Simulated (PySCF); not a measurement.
# C6H6: the cost of one run

Programs: PySCF 2.14.0, with routines of our own; each step states its level. All values are computed. Atoms count from 0.

### Step 1. The system as given

12 atoms, charge 1, multiplicity 2; geometry from: GFN2-xTB.

### Step 2. Open-shell or spin-flip excitations: unrestricted TDA PBE0/def2-SVPD

What the job is given:

```
{"job": {"kind": "uabs", "xc": "PBE0", "basis": "def2-SVPD", "nstates": 10, "tda": true}, "charge": 1, "multiplicity": 2}
C     -0.656926    -1.185202     0.253570
C      0.723486    -1.220757     0.134310
C      1.362712     0.001420    -0.026810
C      0.657081     1.185404    -0.256298
C     -0.723372     1.220878    -0.137637
C     -1.362393    -0.001422     0.022895
H     -1.177208    -2.082501     0.571385
H      1.274200    -2.134409     0.293775
H      2.434947     0.047599     0.145874
H      1.177138     2.082675    -0.574526
H     -1.274468     2.133995    -0.298853
H     -2.433998    -0.048365    -0.153713
```

Level: unrestricted TDA PBE0/def2-SVPD, vertical, gas phase, core orbitals frozen in the response.

Started as:

```console
$ OMP_NUM_THREADS=1 python excited_run.py task.json out
```

The driver reads the jobs from task.json and runs them one after another.

Q: Estimate the wall time and peak memory of this first job on 1 thread of Arm Neoverse V1, shared host.

About 35 s, with a peak of 0.57 GiB.
